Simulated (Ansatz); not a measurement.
# MgNa+ (triplet): wave-function methods side by side, def2-TZVPP

An exercise on one series of results from a longer session: the logs are not shown, and one member is left open.

Method: def2-TZVPP, core rule «outside noble gas», up to 10 orbitals frozen; program: Ansatz 0.2.0, Gaussian basis.

The runs, in order: UHF; ROHF; CCSD(T) on UHF.

2 further runs of the same task are left out: 2 set aside as unsound or not needed.

### What is computed

The geometry is a PBE0/def2-TZVP stationary point (not a proven minimum).

2 atoms, charge 1, spin multiplicity 3.

Atoms are counted from 1 here; the program's logs count them from 0.

No contacts short enough for the rule that draws bonds.

The first run:

File in.yaml:

```yaml
crystal:
  periodic: [false, false, false]
  atoms:
    - {symbol: Na, position_ang: [0.000000, 0.000000, 0.000000]}
    - {symbol: Mg, position_ang: [0.000000, 0.000000, 3.893900]}
basis:
  gaussian: {orbitals: def2-TZVPP}
total_charge: 1
magnetization: {spin_polarized: true, initial_magnetization: 2}
hamiltonian: {xc: hf}
output: {orbitals: {seedname: orbitals}}
```

Launch:

```
$ ansatz run in.yaml --threads 1 --pin off --events-out ev --progress --plain --max-ram 4096MiB --backend cpu
```

Steps of the session up to this table: UHF; ROHF; CCSD(T) on UHF.

One of the session's tables, all rows but one given; the rest of the session is left out.

| method | from UCCSD(T) (meV) |
| --- | --- |
| ROHF | +94.0 |
| UHF | ? |
| UMP2 | +43.3 |
| UCCSD | 0.0 |
| UCCSD(T) | 0 |

Q: Estimate the row for UHF from the others.

As computed: from UCCSD(T) (meV): +91.4. In the column «from UCCSD(T) (meV)» it lies between UMP2 (+43.3) and ROHF (+94.0).
